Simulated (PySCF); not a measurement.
2-methyl-1-pentene, C6H12.
SMILES with atom numbers: `[CH2:1]=[C:2]([CH3:3])[CH2:4][CH2:5][CH3:6]` (hydrogens: H7, H8 on C1; H9, H10, H11 on C3; H12, H13 on C4; H14, H15 on C5; H16, H17, H18 on C6)

Computed geometry: GFN2-xTB, gas phase.

**Question.** List the bond lengths, angles and torsions at this level.

**Answer.** 
```tsv
bond	length (bohr)
C1=C2	2.501
C2–C3	2.832
C2–C4	2.842
C4–C5	2.899
C5–C6	2.878
C1–H7	2.036
C1–H8	2.035
C3–H9, C3–H10, C3–H11	2.057
C4–H12, C4–H13	2.065
C5–H14, C5–H15	2.063
C6–H16, C6–H17, C6–H18	2.056
```

Bonds in one row agree within 0.02 bohr and their mean is given. A selection of angles:
```tsv
angle	degrees
C2–C1–H7	121.9
C2–C1–H8	122.0
H7–C1–H8	116.1
C1–C2–C3	122.0
C1–C2–C4	122.0
C3–C2–C4	116.0
C2–C3–H9	111.0
C2–C3–H11	110.3
H9–C3–H10	108.4
H9–C3–H11	108.8
C2–C4–C5	112.9
C2–C4–H12	109.4
C5–C4–H12	108.6
H12–C4–H13	108.1
C4–C5–C6	112.0
C4–C5–H14	108.5
C6–C5–H14	109.4
H14–C5–H15	107.5
C5–C6–H16	110.6
C5–C6–H17	110.5
H16–C6–H17	108.5
H16–C6–H18	108.6
```

Dihedral angles: C1–C2–C4–C5 -110° (anticlinal); C2–C4–C5–C6 62° (synclinal). The mirror-image conformer, all signs reversed, is as good.

The C–C distances run from 1.323 Å (C1=C2, drawn double) to 1.534 Å (C4–C5, drawn single), a spread of 0.211 Å. Of the pairs four or more bonds apart, C2···H18 is among the closest relative to their van der Waals radii: 2.71 Å, 94 % of the sum of Bondi's values.

Point group: C1 (no symmetry element, even within 0.4 Å). No frequency check. One conformer, not necessarily the lowest.
